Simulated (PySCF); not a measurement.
Predicted microwave data (PBE0-D3(BJ)/def2-SVP geometry optimisation, gas phase (PySCF)) for one isomer of [C5H9N2]+:

```
Rotational constants                         : A = 4062, B = 3252, C = 1849 MHz
Dipole components (about the centre of mass) : |μa| = 1.49 D, |μb| = 0.00 D, |μc| = 0.01 D
Inertial defect                              : -6.55 u·Å²
κ                                            : 0.27
```

**Question.** Which candidate fits, each taken in the one conformer that was computed?
A. `Cn1cc[n+](C)c1`
B. `Cn1ccc[n+]1C`
C. `[NH2:1]/[CH:2]=[CH:3]/[CH:4]=[CH:5]/[CH:6]=[NH2+:7]` (charge +1) with C2–C3–C4–C5 180°, C4–C5–C6–N7 180° (streptocyanine-5)

**Answer.** B. It is Cn1ccc[n+]1C, an asymmetric top. The candidates at the same level (rigid rotor, commonest isotopes):

| SMILES | A (MHz) | B (MHz) | C (MHz) | μa (D) | μb (D) | μc (D) | Δ (u·Å²) | point group | rotor |
| --- | --- | --- | --- | --- | --- | --- | --- | --- | --- |
| Cn1cc[n+](C)c1 | 6857 | 2061 | 1618 | 0.00 | 0.88 | 0.00 | -6.51 | C2v | asymmetric top |
| N/C=C/C=C/C=[NH2+] | 23612 | 802.0 | 775.6 | 0.00 | 0.38 | 0.00 | 0.00 | C2v | near-prolate asymmetric top |
| Cn1ccc[n+]1C | 4062 | 3252 | 1849 | 1.49 | 0.00 | 0.01 | -6.55 | – | asymmetric top |

`N/C=C/C=C/C=[NH2+]` has A 481 % too high; `Cn1cc[n+](C)c1` has A 69 % too high. No structure here is proved a minimum.
